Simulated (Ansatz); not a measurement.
One stationary structure of Nb. Space group Im-3m (No. 229), bcc (W type). Computed with PBE (plane waves to 420 eV, PAW, scalar-relativistic; Ansatz, an electronic-structure program).

```cif
data_Nb
_chemical_formula_sum 'Nb1'
_space_group_name_H-M_alt 'P 1'
_space_group_IT_number 1
_cell_length_a 2.86617
_cell_length_b 2.86617
_cell_length_c 2.86617
_cell_angle_alpha 109.471
_cell_angle_beta 109.471
_cell_angle_gamma 109.471
loop_
_space_group_symop_operation_xyz
  'x, y, z'
loop_
_atom_site_label
_atom_site_type_symbol
_atom_site_fract_x
_atom_site_fract_y
_atom_site_fract_z
_atom_site_occupancy
Nb1 Nb 0.00000 0.00000 0.00000 1
```

```yaml
volume_per_atom: 18.13 Å³
band_gap: zero (metallic)
shortest_distances: Nb–Nb 2.87 Å
k-mesh: 20×20×20
```

Band energies at high-symmetry points (eV from the Fermi level; labels of this space group; no spin-orbit coupling), from −5 eV up to 2.9 eV:

| point | energies |
|---|---|
| Γ | 0.36 0.36 0.36 |
| H | -3.70 -3.70 |
| N | -3.70 -1.65 2.25 |
| P | -1.10 -1.10 -1.10 |

No spin polarisation in the result.

Measured for Nb: a 3.294 Å (static lattice; corrected from measurement; as listed in Daniel Mejia-Rodriguez, S. B. Trickey, Phys. Rev. B (2018)). Computed minus measured — a: PBE +0.5 %. The computed values are for a static lattice.

The run could not lose the symmetry of its start.
